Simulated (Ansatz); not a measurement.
# Mg2: the cost of one run

The runs use Ansatz 0.2.0, Gaussian basis; def2-QZVPP, core rule «outside noble gas», up to 10 orbitals frozen.

To be run: UHF; ROHF; CCSD(T) on UHF.

2 further runs of the same task are left out: 2 set aside as unsound or not needed.

**1. What is computed**

The geometry is a PBE0/def2-TZVP stationary point (not a proven minimum) of the parent state, kept for this charge and spin.

2 atoms, charge 0, spin multiplicity 5.

Atoms are counted from 1 here; the program's logs count them from 0.

Bond lengths: Mg1–Mg2 2.766 Å.

**2. UHF**

in.yaml reads:

```yaml
crystal:
  periodic: [false, false, false]
  atoms:
    - {symbol: Mg, position_ang: [0.000000, 0.000000, 0.000000]}
    - {symbol: Mg, position_ang: [0.000000, 0.000000, 2.765800]}
basis:
  gaussian: {orbitals: "def2-QZVPP.json"}
magnetization: {spin_polarized: true, initial_magnetization: 4}
hamiltonian: {xc: hf}
output: {orbitals: {seedname: orbitals}}
```

Command:

```sh
$ ansatz run in.yaml --threads 1 --pin off --events-out ev --progress --plain --max-ram 2393MiB
```

What time and memory should one allow on 1 thread of Arm Neoverse V2, shared host?

About 9 s, with a peak of 0.25 GiB.
